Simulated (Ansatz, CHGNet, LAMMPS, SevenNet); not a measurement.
**How well does each level of theory give the elastic constant C11 of cubic perovskite SrTiO3 (cubic form, which distorts at low temperature)?**

Reference value: 318 GPa (measured, 273 K, no zero-point or thermal correction; as tabulated in Frostenson et al. (2021), arXiv:2109.07393).

| level (code) | value (GPa) | cell (Å³/atom) | difference (%) |
|---|---|---|---|
| ionic model akhtar1995 (shell model, LAMMPS) | 307 | 11.83 | -3.5 |
| CHGNet-r²SCAN | 291 | 11.99 | -8.5 |
| SevenNet-l3i5 | 300 | 12.27 | -5.7 |
| LDA (Ansatz) | 383 | 11.45 | +20 |
| PBE (Ansatz) | 314 | 12.20 | -1.3 |
| PBEsol (Ansatz) | 350 | 11.78 | +10.1 |
| r²SCAN (Ansatz) | 352 | 11.93 | +10.7 |
| HSE06 (Ansatz) | 356 | 11.81 | +11.9 |
| PBE0 (Ansatz) | 358 | 11.81 | +12.6 |

The reference is not for a static lattice or low temperature, so close values are not ranked against it.

The measured value isn't corrected to a static lattice, so vibrations enter the comparison. A static lattice is as a rule stiffer than a warm one, by over a tenth in soft solids.  Ionic model akhtar1995, CHGNet-r²SCAN, SevenNet-l3i5, LDA, PBE, PBEsol, r²SCAN, HSE06, PBE0: the relaxation could not lower the start's symmetry, so the cell can be a saddle point above a distorted one. Each level is taken at its own relaxed cell. Cutoffs differ between the levels. Ansatz's density-functional and Hartree–Fock values are scalar-relativistic unless marked +SOC, with PAW data made under PBE.

Empirical potentials (ionic model akhtar1995) are fitted to chosen data: where that held the value shown, agreement is built in, and what lay outside the fit can be far off. Machine-learned potentials (CHGNet-r²SCAN, SevenNet-l3i5) are trained on DFT data: a solid inside that data is no test of them.

Differences are worked out from the printed values.

Ansatz is a program for electronic structure.
